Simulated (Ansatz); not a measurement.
Relaxation of CH5BF (8 atoms, charge 0, multiplicity 2), to a largest force component of 0.03 eV/Å in at most 50 steps.

Computed with UKS BHLYP-D4/def2-mTZVP (Ansatz).

```xyz
8
Properties=species:S:1:pos:R:3
H 0.066 -0.262 -0.475
B 0.274 -1.163 1.795
C -0.107 0.491 -1.227
F -0.665 1.598 -0.632
H 1.235 -0.547 2.072
H -0.841 -0.997 2.123
H 0.831 0.771 -1.685
H -0.792 0.108 -1.971
```

Where does it end, and by what steps?

The run converged. The force dipped under the threshold on the way, but the program's further checks kept it going. After 26 steps the energy has fallen by 0.225 eV; F4 moved furthest, 1.54 Å.

```csv
step,energy less start (eV),largest force component (eV/Å),accepted
0,0.0000,0.175,yes
1,-0.0074,0.090,yes
2,-0.0053,0.584,no
3,-0.0166,0.067,yes
4,-0.0264,0.161,yes
5,-0.0385,0.330,yes
6,-0.0558,0.451,yes
7,-0.0834,0.415,yes
8,-0.1175,0.399,yes
9,-0.1599,0.466,yes
10,-0.1938,0.422,yes
11,-0.2034,0.111,yes
12,-0.2048,0.098,yes
13,-0.2055,0.060,yes
14,-0.2057,0.018,yes
15,-0.2060,0.041,yes
16,-0.2066,0.127,yes
17,-0.2073,0.154,yes
18,-0.2084,0.253,yes
19,-0.2119,0.172,yes
20,-0.2131,0.244,yes
21,-0.2199,0.124,yes
22,-0.2219,0.079,yes
23,-0.2242,0.090,yes
24,-0.2236,0.079,no
25,-0.2248,0.014,yes
26,-0.2251,0.011,yes
```

```xyz
8
Properties=species:S:1:pos:R:3
H 0.214 -0.745 -1.393
B 0.105 -0.671 1.517
C -0.046 0.270 -1.141
F -0.739 0.239 0.079
H 1.124 -0.076 1.516
H -0.779 -0.599 2.289
H 0.835 0.877 -1.002
H -0.715 0.704 -1.867
```

Time of the run: 48 s on 2 threads of Arm Neoverse V2, on a shared host, peak memory 0.15 GiB.
